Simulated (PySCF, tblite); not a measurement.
Compound: C-cyanomethanimine, C2H2N2.
SMILES with atom numbers: `[H]/[N:2]=[CH:3]/[C:4]#[N:5]` (hydrogens: H1 on N2; H6 on C3)

Computed geometry: GFN2-xTB, gas phase.

(1) List the bond lengths, angles and torsions at this level.

Answers

(1) 
```csv
bond,length (Å),order
H1–N2,1.017,single
N2=C3,1.256,double
C3–C4,1.425,single
C4≡N5,1.145,triple
C3–H6,1.101,single
```

Orders are formal, as drawn. A selection of angles:
```csv
angle,degrees
H1–N2–C3,115.9
N2–C3–C4,120.5
N2–C3–H6,126.8
C4–C3–H6,112.8
C3–C4–N5,177.1
```

Torsions: H1–N2–C3–C4 180° (antiperiplanar).

The 2 C–N bonds span 1.145 Å (C4≡N5, drawn triple) to 1.256 Å (N2=C3, drawn double), a spread of 0.111 Å. N2 (imine nitrogen) is bent (angle 115.9°). The 4 heavy atoms lie in one plane (0.000 Å rms).

Point group: Cs (tolerance 0.08 Å). Its GFN2-xTB frequencies are all real (lowest 226 cm⁻¹).
